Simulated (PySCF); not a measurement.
# Name the molecule from its bond curve

A diatomic of charge -1 contains Cl. Its doublet curve at r²SCAN in a double-zeta basis (no relativity, PySCF), in eV from the separated fragments:

R (Å), E (eV) and a bar:
```
    2.176     -0.944 ##############################
    2.277     -1.159 #############
    2.378     -1.273 ####
    2.454     -1.312 #
    2.530     -1.322 
    2.606     -1.312 #
    2.707     -1.276 ####
    2.834     -1.209 #########
    2.985     -1.113 #################
    3.188     -0.979 ###########################
```

The fit gives ωe = 267 cm⁻¹ and the rotational constant Bₑ = 0.1904 cm⁻¹.

Problem. Which atom is the partner?

Solution. The minimum lies at 2.527 Å, so the reduced mass is 16.8576 u Å² cm⁻¹/(Bₑ·Re²) = 13.86 u. With Cl at 34.97 u the partner weighs about 23.0 u: Na. The molecule is NaCl⁻.

The highest Kohn–Sham level is positive in this anion. Much of that is self-interaction error, but it also means that the finite basis helps to hold the extra electron. The state was picked by a PBE0 search and need not be the measured ground state.
